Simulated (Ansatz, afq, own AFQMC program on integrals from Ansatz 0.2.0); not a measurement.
## Where AFQMC and coupled cluster stand for GeH$_{2}$, singlet

```xyz
3

Ge    0.0000   -0.0303    0.0000
H     0.0000    1.0906   -1.1335
H     0.0000    1.0906    1.1335
```

Basis cc-pVTZ. Only valence electrons are correlated. Ansatz 0.2.0 and our own AFQMC program on the same integrals; the CISD trial comes from CCSD amplitudes, and released means the phaseless constraint is let go. Free AFQMC starts from the CCSD state and is never constrained. Its projection time is finite, and what remains of the start isn't in its error. Uncertainties: one standard error, sampling alone. No spin–orbit coupling.

Determinant: UHF, the one that the program's search chose, which needn't be the lowest solution. The geometry is a PBE0/def2-TZVP stationary point of this or a neighbouring charge and spin state.

No full CI on the walks' own integrals is used here; CCSDT(Q) serves as the reference and is uncertain by about the last step of the cluster series.

Cautions: no relativity below Rb; no spin-orbit coupling; inner d shell frozen; an unrestricted solution with more broken spin lies lower (36 meV, ⟨S²⟩ 0.26), while this determinant keeps restricted orbitals.

```
T1 diagnostic                               : 0.0129
weight of the determinant in the CISD state : 0.911
⟨S²⟩ of the determinant                     : 0.000
size of the correlated space                : 6 electrons in 57 orbitals
```

Reference: CCSDT(Q), correlation energy -3.605 eV. The released energy is read at 2.40 1/Eh (meV from the phaseless value at times in 1/Eh: 3 ± 7 at 0.24, 2 ± 6 at 0.51, -4 ± 6 at 0.99, 5 ± 6 at 1.62, -11 ± 9 at 2.40).

| level | E − E(reference) (kcal/mol) | share of correlation (%) |
| --- | --- | --- |
| HF | 83.14 | 0.00 |
| MP2 | 18.26 | 78.03 |
| CCSD | 2.50 | 96.99 |
| CCSD(T) | 0.48 | 99.43 |
| CCSDT | 0.07 | 99.91 |
| ph-AFQMC/HF | -0.43 ± 0.75 | 100.51 |
| ph-AFQMC/CISD | -0.25 ± 0.18 | 100.30 |
| released AFQMC | -0.50 ± 0.20 | 100.60 |
| free AFQMC | -0.18 ± 0.17 | 100.22 |

Free projections are given only where their last times agree within the noise and don't stop above the reference; a slow remainder of the start can still hide under it. A walk keeps the symmetry of its determinant, which the program's search chose and which needn't be the lowest solution, so a lower state of the same spin and another symmetry isn't excluded. Released energies are given only where the last usable release times agree within the noise; a slower fall can still hide under it.
